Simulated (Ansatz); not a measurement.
Theory: Ansatz 0.2.0, DFT, PBE, plane waves (420 eV) with PAW, scalar-relativistic.

An element in the fcc structure gives this curve. The cell is scaled uniformly from the relaxed one, with fractional coordinates and shape fixed. Energies are extrapolated to zero smearing, pressures are those at the given smearing. Magnetic state: spin not included.

```
V (Å³/atom)  E − E₀ (meV/atom)  P (GPa)
     37.112               39.1     2.76
     38.799               16.3     1.69
     40.486                3.8     0.78
     42.173                0.0     0.02
     43.860                3.5    -0.62
     45.547               13.2    -1.16
     47.234               28.1    -1.61
```

Problem. Which element is it?
A. calcium
B. sodium
C. yttrium
D. bismuth

Solution. A. Its fit is V₀ = 42.16 Å³/atom, B₀ = 17.4 GPa, B₀′ = 3.3.
